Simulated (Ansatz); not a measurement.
A made-up structure of CH$_{4}$AlSi, doublet:

```
atom    x (Å)    y (Å)    z (Å)
  C1  -1.6536  -0.9013  -0.5844
 Si2   1.4231   0.2672   0.6421
 Al3  -0.7004   0.4938  -0.4867
  H4  -1.9951  -1.9164  -0.4783
  H5  -1.2724   1.7521  -1.1191
  H6   1.7385  -1.0191   1.1544
  H7   2.3082   1.3686   0.7835
```

It is relaxed with PBE-D4/def2-SVP and then PBE0-D4/def2-TZVP (Ansatz 0.2.0). Atoms count as bonded within 1.22 times the sum of their covalent radii (H–H: 0.88 Å). The end point is not checked to be a true minimum.

Does its bonding change? (Judge from chemistry; the calculation decides.)

By the calculation: No: no bond forms or breaks.

Where it ends: The first stage lowers the energy by 0.81 eV in 10 steps. It ends as CH₄AlSi ([CH][AlH][SiH2]):
| atom | x (Å) | y (Å) | z (Å) |
| --- | --- | --- | --- |
| C1 | -1.6585 | -1.0884 | -0.5353 |
| Si2 | 1.3752 | 0.3156 | 0.6048 |
| Al3 | -0.7060 | 0.5271 | -0.4991 |
| H4 | -2.2034 | -2.0229 | -0.5531 |
| H5 | -1.2137 | 1.8866 | -1.1268 |
| H6 | 1.8653 | -0.9558 | 1.1993 |
| H7 | 2.3895 | 1.3826 | 0.8217 |

Labels in which every atom is bracketed show which atoms are joined, not bond orders.

For scale, one of the runs: PBE0-D4/def2-TZVP relaxation, 129 basis functions, launched by `ansatz run in.yaml --threads 2 --pin off --events-out ev --progress --plain --max-ram 4352MiB`. Hardware: 2 CPU threads of an Arm Neoverse V1, shared host. Wall time about 100 s.
